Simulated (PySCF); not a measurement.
**SiS: spin, charge, geometry and surroundings**

One physical setting of the base script is moved in each run, with the edits that it forces.

Computed with PySCF 2.14.0. Level: each script names its method and basis.

1 further run of the same task is left out (it didn't finish).

### 1 Where the work starts

SiS: 2 atoms, charge 0, spin multiplicity 1.

Bond lengths: Si1–S2 1.795 Å.

### 2 The base run

Input file input.py:

```python
from pyscf import gto, scf, mp

mol = gto.M(
    atom='Si 0 0 0; S 0 0 1.795',
    basis='6-311++g**',
    charge=0,
    spin=0,
    verbose=4,
)
mf = scf.UHF(mol)
mf.kernel()
mp.MP2(mf, frozen=10).kernel()
mf.dip_moment()
print('orbital energies (hartree):', [e[max(0, n-3):n+3].round(4) for e, n in zip(mf.mo_energy, mol.nelec)])
```

Command:

```bash
$ OMP_NUM_THREADS=1 python input.py
```

Its log is not repeated here.

In short: E(SCF) = -686.472214 Eh, 12 cycles, E(MP2) − E(SCF) = -0.19755 Eh, μ = 1.76 D (of the SCF density).

The bond length is a typed value, not an optimised one.

### 3 PCM, ε = 20.5

Variant 1 changes solvent: none (gas phase) → PCM, ε = 20.5; step after the SCF: mp2 → analyze.

Input file input.py:

```python
from pyscf import gto, scf, solvent

mol = gto.M(
    atom='Si 0 0 0; S 0 0 1.795',
    basis='6-311++g**',
    charge=0,
    spin=0,
    verbose=4,
)
mf = scf.UHF(mol)
mf = solvent.PCM(mf)
mf.with_solvent.eps = 20.5
mf.kernel()
mf.analyze()
print('orbital energies (hartree):', [e[max(0, n-3):n+3].round(4) for e, n in zip(mf.mo_energy, mol.nelec)])
```

Command:

```bash
$ OMP_NUM_THREADS=1 python input.py
```

### 4 Bond 3.59 Å

Variant 2 changes bond length: 1.795 Å → 3.59 Å.

Edit input.py of step 2 so:

```diff
@@ -3,3 +3,3 @@
 mol = gto.M(
-    atom='Si 0 0 0; S 0 0 1.795',
+    atom='Si 0 0 0; S 0 0 3.59',
     basis='6-311++g**',
```

### 5 Quintet

Variant 3 changes spin (2S): 0 → 4.

Edit input.py of step 2 so:

```diff
@@ -6,3 +6,3 @@
     charge=0,
-    spin=0,
+    spin=4,
     verbose=4,
```

### 6 Bond 1.58 Å

Variant 4 changes bond length: 1.795 Å → 1.58 Å.

Edit input.py of step 2 so:

```diff
@@ -3,3 +3,3 @@
 mol = gto.M(
-    atom='Si 0 0 0; S 0 0 1.795',
+    atom='Si 0 0 0; S 0 0 1.58',
     basis='6-311++g**',
```

### 7 Lengths in bohr

Variant 5 changes length unit: angstrom → bohr; bond length: 1.795 Å → 1.795 bohr.

Edit input.py of step 2 so:

```diff
@@ -7,2 +7,3 @@
     spin=0,
+    unit='bohr',
     verbose=4,
```

### 8 Bond 5.385 Å

Variant 6 changes bond length: 1.795 Å → 5.385 Å.

Edit input.py of step 2 so:

```diff
@@ -3,3 +3,3 @@
 mol = gto.M(
-    atom='Si 0 0 0; S 0 0 1.795',
+    atom='Si 0 0 0; S 0 0 5.385',
     basis='6-311++g**',
```

What does the calculation give? Wanted: for each run, E(SCF); from base; gap, α spin; SCF dipole; after the SCF.

As calculated:

```tsv
run	E(SCF) (hartree)	from base (eV)	cycles	gap, α spin (eV)	SCF dipole (D)	after the SCF
base	-686.472214	0	12	11.30	1.76	MP2 correlation -5.376 eV, core frozen
PCM, ε = 20.5	-686.475453	-0.0881	11	11.41	2.49	n/a
bond 3.59 Å	-686.237451	+6.3882	18	6.73	4.40	MP2 correlation -4.366 eV, core frozen
quintet	-686.271423	+5.4638	11	8.82	0.34	MP2 correlation -3.748 eV, core frozen
bond 1.58 Å	-686.357048	+3.1338	11	11.37	0.55	MP2 correlation -5.267 eV, core frozen
lengths in bohr (poor choice)	-683.345549	not comparable	9	8.34	1.46	MP2 correlation -5.049 eV, core frozen
bond 5.385 Å	-686.208642	+7.1722	23	5.03	0.41	MP2 correlation -3.979 eV, core frozen
```

**Reading.** The largest comparable shift of the SCF energy, +7.172 eV, comes with the run “bond 5.385 Å”. A continuum solvent with ε = 20.5 lowers the energy by 0.088 eV. The quintet solution found lies 5.46 eV above the base singlet at this geometry and level. With bond 3.59 Å the frontier gap moves by over 1.5 eV, which can mean another electronic state rather than the bond length alone. With bond 5.385 Å the frontier gap moves by over 1.5 eV, which can mean another electronic state rather than the bond length alone. Rows marked «poor choice» come from settings spoiled on purpose.
